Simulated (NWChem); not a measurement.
The numbers come from NWChem runs, not from measurements. System: B, charge 1, spin multiplicity 1. Level: CCSD(T)/def2-TZVPD, 1 core orbitals frozen.

Input file:

```
start mol
memory heap 100 mb stack 700 mb global 1900 mb
charge 1
geometry units angstroms nocenter noautoz
  B      0.000000     0.000000     0.000000
  symmetry group D2h
end
basis spherical
  * library def2-tzvpd
end
scf
  rhf
  nopen 0
  maxiter 100
  thresh 1e-7
  semidirect memsize 60000000 filesize 0
end
tce
  freeze core 1
  ccsd(t)
  2eorb
  2emet 13
  thresh 1e-6
  maxiter 100
  tilesize 24
end
task tce energy
```

Output (cleaned and shortened):

```
             Northwest Computational Chemistry Package (NWChem) 7.3.0
             --------------------------------------------------------

                                NWChem Input Module
                                -------------------

 Scaling coordinates for geometry "geometry" by  1.889725989
 (inverse scale =  0.529177249)

                             Geometry "geometry" -> ""
                             -------------------------

 Output coordinates in angstroms (scale by  1.889725989 to convert to a.u.)

  No.       Tag          Charge          X              Y              Z
 ---- ---------------- ---------- -------------- -------------- --------------
    1 B                    5.0000     0.00000000     0.00000000     0.00000000

 Effective nuclear repulsion energy (a.u.)       0.0000000000

            Nuclear Dipole moment (a.u.)
            ----------------------------
        X                 Y               Z
 ---------------- ---------------- ----------------
     0.0000000000     0.0000000000     0.0000000000

      Symmetry information
      --------------------

 Group name             D2h
 Group number             26
 Group order               8
 No. of unique centers     1

      Symmetry unique atoms

     1


 Summary of "ao basis" -> "" (spherical)
 ------------------------------------------------------------------------------
       Tag                 Description            Shells   Functions and Types
 ---------------- ------------------------------  ------  ---------------------
 *                         def2-tzvpd                 on all atoms

 Summary of "ao basis" -> "ao basis" (spherical)
 ------------------------------------------------------------------------------
       Tag                 Description            Shells   Functions and Types
 ---------------- ------------------------------  ------  ---------------------
 B                         def2-tzvpd               13       37   6s3p3d1f

                                 NWChem SCF Module
                                 -----------------

  ao basis        = "ao basis"
  functions       =    37
  atoms           =     1
  closed shells   =     2
  open shells     =     0
  charge          =   1.00
  wavefunction    = RHF
  use symmetry    = T
  symmetry adapt  = T

 Summary of "ao basis" -> "ao basis" (spherical)
 ------------------------------------------------------------------------------
       Tag                 Description            Shells   Functions and Types
 ---------------- ------------------------------  ------  ---------------------
 B                         def2-tzvpd               13       37   6s3p3d1f

      Symmetry analysis of basis
      --------------------------

        ag         12
        au          1
        b1g         3
        b1u         5
        b2g         3
        b2u         5
        b3g         3
        b3u         5

 Forming initial guess at       0.1s

      Superposition of Atomic Density Guess
      -------------------------------------

 Sum of atomic energies:         -24.53471366

 Renormalizing density from       5.00 to      4

      Non-variational initial energy
      ------------------------------

 Total energy =     -20.770122
 1-e energy   =     -25.902675
 2-e energy   =       5.132553
 HOMO         =      -0.934927
 LUMO         =      -0.449383

      Symmetry analysis of molecular orbitals - initial
      -------------------------------------------------

 !! scf_movecs_sym_adapt:   31 vectors were symmetry contaminated

  Symmetry fudging

 !! scf_movecs_sym_adapt:   30 vectors were symmetry contaminated

  Numbering of irreducible representations:

     1 ag          2 au          3 b1g         4 b1u         5 b2g
     6 b2u         7 b3g         8 b3u

  Orbital symmetries:

     1 ag          2 ag          3 b2u         4 b3u         5 b1u
     6 ag          7 b2u         8 b3u         9 b1u        10 ag
    11 ag         12 b2g

 Starting SCF solution at       0.2s

 ----------------------------------------------
         Quadratically convergent ROHF

 Convergence threshold     :          1.000E-07
 Maximum no. of iterations :          100
 Final Fock-matrix accuracy:          1.000E-09
 ----------------------------------------------

              iter       energy          gnorm     gmax       time
             ----- ------------------- --------- --------- --------
                 1      -24.2291716559  7.84D-01  6.20D-01      0.2
                 2      -24.2361295990  1.54D-01  1.17D-01      0.2
                 3      -24.2367813470  8.22D-02  6.82D-02      0.2
                 4      -24.2368330495  1.08D-03  8.09D-04      0.2
                 5      -24.2368332284  2.52D-07  1.37D-07      0.2
                 6      -24.2368332284  1.25D-09  8.31D-10      0.2

       Final RHF  results
       ------------------

         Total SCF energy =    -24.236833228398
      One-electron energy =    -30.353427674355
      Two-electron energy =      6.116594445957
 Nuclear repulsion energy =      0.000000000000

        Time for solution =      0.0s

       Symmetry analysis of molecular orbitals - final
       -----------------------------------------------

  Numbering of irreducible representations:

     1 ag          2 au          3 b1g         4 b1u         5 b2g
     6 b2u         7 b3g         8 b3u

  Orbital symmetries:

     1 ag          2 ag          3 b3u         4 b2u         5 b1u
     6 ag          7 ag          8 b1g         9 b2g        10 b3g
    11 ag         12 b3u

             Final eigenvalues
             -----------------

              1
    1   -8.1864
    2   -0.8737
    3   -0.2759
    4   -0.2759
    5   -0.2759
    6   -0.1104
    7   -0.0052
    8   -0.0052
    9   -0.0052
   10   -0.0052
   11   -0.0052
   12    0.0095

                       ROHF Final Molecular Orbital Analysis
                       -------------------------------------

 Vector    2  Occ=2.000000D+00  E=-8.736828D-01  Symmetry=ag
              MO Center=  3.6D-17,  1.7D-17, -5.2D-17, r^2= 1.1D+00
   Bfn.  Coefficient  Atom+Function         Bfn.  Coefficient  Atom+Function
  ----- ------------  ---------------      ----- ------------  ---------------
     3      0.561443  1 B  s                  4      0.517637  1 B  s
     2     -0.254774  1 B  s

 Vector    3  Occ=0.000000D+00  E=-2.759234D-01  Symmetry=b3u
              MO Center= -9.0D-18, -1.8D-33,  3.0D-33, r^2= 1.9D+00
   Bfn.  Coefficient  Atom+Function         Bfn.  Coefficient  Atom+Function
  ----- ------------  ---------------      ----- ------------  ---------------
    10      0.463116  1 B  px                 7      0.417954  1 B  px
    13      0.305054  1 B  px

 Vector    4  Occ=0.000000D+00  E=-2.759234D-01  Symmetry=b2u
              MO Center= -8.8D-34, -1.0D-17,  2.1D-34, r^2= 1.9D+00
   Bfn.  Coefficient  Atom+Function         Bfn.  Coefficient  Atom+Function
  ----- ------------  ---------------      ----- ------------  ---------------
    11      0.463116  1 B  py                 8      0.417954  1 B  py
    14      0.305054  1 B  py

 Vector    5  Occ=0.000000D+00  E=-2.759234D-01  Symmetry=b1u
              MO Center=  3.5D-32, -8.3D-32, -1.7D-17, r^2= 1.9D+00
   Bfn.  Coefficient  Atom+Function         Bfn.  Coefficient  Atom+Function
  ----- ------------  ---------------      ----- ------------  ---------------
    12      0.463116  1 B  pz                 9      0.417954  1 B  pz
    15      0.305054  1 B  pz

 center of mass
 --------------
 x =   0.00000000 y =   0.00000000 z =   0.00000000

 moments of inertia (a.u.)
 ------------------
           0.000000000000           0.000000000000           0.000000000000
           0.000000000000           0.000000000000           0.000000000000
           0.000000000000           0.000000000000           0.000000000000

  Mulliken analysis of the total density
  --------------------------------------

    Atom       Charge   Shell Charges
 -----------   ------   -------------------------------------------------------
    1 B    5     4.00   0.93  1.04  0.99  0.98  0.06  0.00  0.00  0.00  0.00 -0.00  0.00  0.00  0.00

       Multipole analysis of the density wrt the origin
       ------------------------------------------------

     L   x y z        total         open         nuclear
     -   - - -        -----         ----         -------
     0   0 0 0      1.000000      0.000000      5.000000

     1   1 0 0     -0.000000      0.000000      0.000000
     1   0 1 0     -0.000000      0.000000      0.000000
     1   0 0 1      0.000000      0.000000      0.000000

     2   2 0 0     -2.646744      0.000000      0.000000
     2   1 1 0     -0.000000      0.000000      0.000000
     2   1 0 1      0.000000      0.000000      0.000000
     2   0 2 0     -2.646744      0.000000      0.000000
     2   0 1 1     -0.000000      0.000000      0.000000
     2   0 0 2     -2.646744      0.000000      0.000000

                   NWChem Extensible Many-Electron Theory Module
                   ---------------------------------------------


            General Information
            -------------------
      Number of processors :     1
         Wavefunction type : Restricted Hartree-Fock
          No. of electrons :     4
           Alpha electrons :     2
            Beta electrons :     2
           No. of orbitals :    74
            Alpha orbitals :    37
             Beta orbitals :    37
        Alpha frozen cores :     1
         Beta frozen cores :     1
     Alpha frozen virtuals :     0
      Beta frozen virtuals :     0
         Spin multiplicity : singlet
    Number of AO functions :    37
       Number of AO shells :    13
        Use of symmetry is : on
      Symmetry adaption is : on
         Schwarz screening : 0.10D-09

          Correlation Information
          -----------------------
          Calculation type : Coupled-cluster singles & doubles w/ perturbation
   Perturbative correction : (T)
            Max iterations :      100
        Residual threshold : 0.10D-05
     T(0) DIIS level shift : 0.00D+00
     L(0) DIIS level shift : 0.00D+00
     T(1) DIIS level shift : 0.00D+00
     L(1) DIIS level shift : 0.00D+00
     T(R) DIIS level shift : 0.00D+00
     T(I) DIIS level shift : 0.00D+00
   CC-T/L Amplitude update :  5-th order DIIS
                I/O scheme : Global Array Library
        L-threshold :  0.10D-05
        EOM-threshold :  0.10D-05
 no EOMCCSD initial starts read in
 TCE RESTART OPTIONS
 SLICE:      F
 D4D5:       F
 quantumc:   F
 qrotation:  F
 pwtce:      F
 qducc:      F
 nacto:                         0
 nrotv:                         0
 nrot:                          0

            Memory Information
            ------------------
          Available GA space size is     249035431 doubles
          Available MA space size is     104855388 doubles

 Maximum block size supplied by input
 Maximum block size        24 doubles

 tile_dim =     10

 -------------------------------------------------

 Global array virtual files algorithm will be used

 Parallel file system coherency ......... OK

 4-electron integrals stored in orbital form

 v2    file size   =            57292
 4-index algorithm nr.  13 is used
 imaxsize =       30
 imaxsize ichop =        0


CCSD iterations
 ---------------------------------------------------------
 Iter          Residuum       Correlation     Cpu    Wall
 ---------------------------------------------------------
    1   0.0937310131497  -0.0354895627236     0.0     0.0
    2   0.0524455000155  -0.0472165723487     0.0     0.0
    3   0.0289179315389  -0.0529168237602     0.0     0.0
    4   0.0158099900422  -0.0559429726405     0.0     0.0
    5   0.0085991436452  -0.0575718890261     0.0     0.0
    6   0.0000661197035  -0.0594842724297     0.0     0.0
    7   0.0000206216723  -0.0594845470299     0.0     0.0
    8   0.0000084113947  -0.0594845915965     0.0     0.0
    9   0.0000035621732  -0.0594846061145     0.0     0.0
   10   0.0000015253530  -0.0594846194165     0.0     0.0
   11   0.0000000987382  -0.0594846330532     0.0     0.0
 -----------------------------------------------------------------
 Iterations converged
 CCSD correlation energy / hartree =        -0.059484633053173
 CCSD total energy / hartree       =       -24.296317861451183

 Singles contributions

 Doubles contributions
     5b1u (alpha)     5b1u (beta ) ---     2ag  (alpha)     2ag  (beta )       -0.1505179959
     4b2u (alpha)     4b2u (beta ) ---     2ag  (alpha)     2ag  (beta )       -0.1505179959
     3b3u (alpha)     3b3u (beta ) ---     2ag  (alpha)     2ag  (beta )       -0.1505179959
 CCSD(T)
 Using plain CCSD(T) code
             total no. of tasks           51
 total no. of tasks / no. procs           51
                         wl_min           10           1.5
                         wl_max         1000           3.2
        thresh for no. of tasks           51

 CCSD[T]  correction energy / hartree =        -0.000000000000000
 CCSD[T] correlation energy / hartree =        -0.059484633053173
 CCSD[T] total energy / hartree       =       -24.296317861451183
 CCSD(T)  correction energy / hartree =        -0.000000000000000
 CCSD(T) correlation energy / hartree =        -0.059484633053173
 CCSD(T) total energy / hartree       =       -24.296317861451183

 Task  times  cpu:        1.6s     wall:        1.6s

 Total times  cpu:        1.6s     wall:        1.6s
```
